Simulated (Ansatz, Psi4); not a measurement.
Process, species as SMILES: S (H2S) -> [SH] (HS) + H atom (the H-S bond breaks)

Quantity: bond dissociation energy (enthalpy at 298 K), in kcal/mol. Set-up: non-relativistic; LANL2DZ with its own core potentials from Na on; 6-311+G** with 5d, 6d on Na to Ar in Ansatz (a program for electronic structure); frozen cores in correlated levels; dispersion terms only where a functional's name holds one; spin-orbit terms left out; six Cartesian d functions in 6-31G* and its kin unless marked 5d; open shells spin-unrestricted. Basis-set limits of correlation are two-point, X^-3; Hartree-Fock from the larger set (for Q and 5 zeta extrapolated as (X+1)exp(-9√X)). First-principles rows: single points at B3LYP-D3(BJ) geometries (Ansatz), with unscaled harmonic terms from B3LYP/6-31G* at its own minima.

Measured values: Active Thermochemical Tables 1.112 (ions: stationary electron), as tabulated in the package chemicals; G2/97 table in ASE (Curtiss et al.); they hold spin-orbit and core effects, anharmonicity. 

Value to compare with, the measured value: 91.2 kcal/mol.

```
level                                 program  bond dissociation energy (enthalpy at 298 K) (kcal/mol)  error
------------------------------------  -------  -------------------------------------------------------  -----
HF/STO-3G                              Ansatz                                                     79.9  -11.3
PBE/LANL2DZ                            Ansatz                                                     79.6  -11.6
B3LYP/LANL2DZ                          Ansatz                                                     78.5  -12.7
B3LYP/6-31+G*                          Ansatz                                                     86.6   -4.6
B3LYP/def2-SVP                         Ansatz                                                     87.8   -3.4
B3LYP/6-311+G**                        Ansatz                                                     88.0   -3.2
wB97X-D/6-311+G**                        Psi4                                                     88.9   -2.3
MP2/3-21G                              Ansatz                                                     64.5  -26.7
MP2/6-31G*                             Ansatz                                                     75.9  -15.3
PBE/def2-TZVPD                         Ansatz                                                     89.5   -1.7
B3LYP/def2-TZVPD                       Ansatz                                                     89.1   -2.1
wB97M-V/def2-TZVPD                     Ansatz                                                     91.2    0.0
CCSD(T)/CBS(cc-pV(Q+d)Z,cc-pV(5+d)Z)   Ansatz                                                     91.6    0.4
```

Among the 9 habitual levels, MP2/3-21G lies farthest from the measured value (-26.7 kcal/mol); 0 of 9 lie above it, and their mean absolute error is 10.1 kcal/mol, the median 11.3. One case shows no general order.

The levels are drawn from those run, B3LYP/6-31G* more often than the rest, none by its result; runs whose electronic state is in doubt are left out.
